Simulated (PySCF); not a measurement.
# BO⁻ at RHF-SCS-MP2

Level: RHF-SCS-MP2. B def2-SVPD, O def2-SVPD; no relativity (PySCF 2.14).

```json
{
 "state": "¹Σ⁺ (singlet), closed shell",
 "bond length": "1.250 Å",
 "harmonic wavenumber": "1699 cm⁻¹",
 "force constant": "11.1 mdyn/Å",
 "rotational constant Be": "1.654 cm⁻¹",
 "anharmonicity ωexe": "11.2 cm⁻¹",
 "vibration–rotation constant αe": "0.0168 cm⁻¹"
}
```

Correlated steps freeze 2 core orbitals.
